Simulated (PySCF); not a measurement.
**NaSi⁺: energy against distance**

Set-up: PySCF, no relativity, basis sets Na pcseg-1, Si pcseg-1. Energies in eV from Na⁺ + Si in their ground configurations at the same level. State: ³Π (triplet), unpaired electrons σ ↑, π ↑.

All columns are PBE0. A positive dipole points towards Si; it is taken about the centre of mass and depends on that origin.

```
R (Å)  E (eV)  μ (D)  Mulliken charge on Na (basis-dependent)  HOMO (eV)  LUMO (eV)  Mayer bond order  ⟨S²⟩
2.780  -0.321  -4.77                                     0.79     -10.57      -8.34              0.35  2.00
2.909  -0.391  -5.07                                     0.80     -10.44      -8.21              0.34  2.00
3.038  -0.429  -5.38                                     0.81     -10.31      -8.08              0.33  2.00
3.135  -0.441  -5.63                                     0.82     -10.22      -7.99              0.31  2.00
3.232  -0.445  -5.88                                     0.83     -10.13      -7.90              0.30  2.00
3.329  -0.440  -6.14                                     0.83     -10.04      -7.81              0.29  2.00
3.458  -0.427  -6.50                                     0.84      -9.93      -7.70              0.27  2.00
3.620  -0.401  -6.97                                     0.86      -9.78      -7.55              0.25  2.00
3.814  -0.363  -7.56                                     0.87      -9.62      -7.39              0.23  2.00
4.072  -0.309  -8.38                                     0.89      -9.41      -7.18              0.20  2.00
```

A fit through these points gives, at Re = 3.221 Å, μ = -5.85 D and dμ/dR = -2.64 D/Å; the reduced mass is 12.62 u.

Q: How strong is the fundamental in the double-harmonic approximation, I = 42.26·(dμ/dR)²/μred km/mol?

A: I = 42.26·(-2.64)²/12.62 = 23.3 km/mol at PBE0.

For an ion De counts to the pair picked by the measured ionisation energies or electron affinities, which need not be the lowest pair at this level. The state is the lowest determinant that a PBE0 search found; another state may lie lower at other levels.
